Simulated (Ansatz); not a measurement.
Species, as SMILES: F[B]F, doublet.
Atoms: B1, F2, F3. Bonds: B1-F2, B1-F3.

Basis-set convergence of the harmonic zero-point energy at MP2 with Ansatz (an electronic-structure program). Each level at its own minimum, finite differences of forces, unscaled; the reference is a large set that could be run, not a limit. All functions are spherical. Cores are frozen. Open shells are unrestricted. No added dispersion term, no relativity. Reference: the value in def2-QZVPP, 4.47 kcal/mol, itself unsure by roughly 0.02 kcal/mol (its mean distance from cc-pVQZ, aug-cc-pVTZ, def2-TZVPPD). Deviations are taken from unrounded values.

```json
[
 {"basis": "cc-pVDZ", "functions": "42", "harmonic zero-point energy (kcal/mol)": "4.39", "minus reference (kcal/mol)": "-0.08"},
 {"basis": "def2-SVP", "functions": "42", "harmonic zero-point energy (kcal/mol)": "4.55", "minus reference (kcal/mol)": "0.07"},
 {"basis": "6-311G**", "functions": "54", "harmonic zero-point energy (kcal/mol)": "4.45", "minus reference (kcal/mol)": "-0.02"},
 {"basis": "6-311+G**", "functions": "66", "harmonic zero-point energy (kcal/mol)": "4.37", "minus reference (kcal/mol)": "-0.11"},
 {"basis": "aug-cc-pVDZ", "functions": "69", "harmonic zero-point energy (kcal/mol)": "4.16", "minus reference (kcal/mol)": "-0.32"},
 {"basis": "pcseg-2", "functions": "90", "harmonic zero-point energy (kcal/mol)": "4.49", "minus reference (kcal/mol)": "0.02"},
 {"basis": "jun-cc-pV(T+d)Z", "functions": "117", "harmonic zero-point energy (kcal/mol)": "4.46", "minus reference (kcal/mol)": "-0.01"},
 {"basis": "aug-cc-pVTZ", "functions": "138", "harmonic zero-point energy (kcal/mol)": "4.45", "minus reference (kcal/mol)": "-0.03"},
 {"basis": "def2-QZVPP", "functions": "171", "harmonic zero-point energy (kcal/mol)": "4.47", "minus reference (kcal/mol)": "0.00"}
]
```

The smallest set listed that lies within 0.2 kcal/mol of the reference with all its larger relatives (same family, alike in diffuse functions; a set with none counts only in the reference's own line) is cc-pVDZ (42 functions, -0.08 kcal/mol off), level with def2-SVP. Inside, with no larger relative to test it: 6-311G**, pcseg-2. (Relatives not listed, tested too: cc-pVTZ 0.04, def2-TZVP 0.01, def2-TZVPP 0.01, 6-311++G(3df,3pd) 0.00, cc-pVQZ 0.01 kcal/mol.)
